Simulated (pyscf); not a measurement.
This saddle point was located with ωB97X-D3(BJ)/def2-SVP in PySCF.

```
Al
H 1 1.5750
H 1 1.7030 2 110.57
H 3 1.1268 1 71.90 2 107.21
As 4 1.8544 3 166.39 1 -2.51
H 5 1.5183 4 95.44 3 -78.00
H 5 1.5209 6 93.24 4 -109.95
As 1 2.4117 2 131.24 3 -137.45
H 8 1.5224 1 90.35 2 -166.11
H 8 1.5227 9 92.61 1 -91.76
```
Charge 0, spin multiplicity 1.

Surface: singlet, charge 0. Lowest wavenumbers (cm⁻¹): 1200i, 56, 113, 126, 265.

**Question.** Which two sides does it connect, and which bonds change?

**Answer.** H₂Al–AsH₂ + AsH₃ ⇌ H₂As–AlH–AsH₂ + hydrogen (H₂), a four-centre exchange read from left to right: Al–H, As–H broken and Al–As, H–H formed. At ωB97M-D3(BJ)/def2-TZVP it lies +68.1 kJ/mol from the left side and +107.5 kJ/mol from the right (each side as separated species at their lowest minima found). On the reactant side the descent ends in a complex (not fully relaxed), 27.0 kJ/mol under the separated species and 78.9 kJ/mol under the saddle at ωB97X-D3(BJ)/def2-TZVP. At the saddle there is also a short Al–H contact that neither side keeps. At ωB97X-D3(BJ)/def2-TZVP the barrier from the zero used here is 51.9 kJ/mol. One saddle was located; it need not be the lowest between these sides. Elements up to Kr have no core potential and no relativistic terms here.
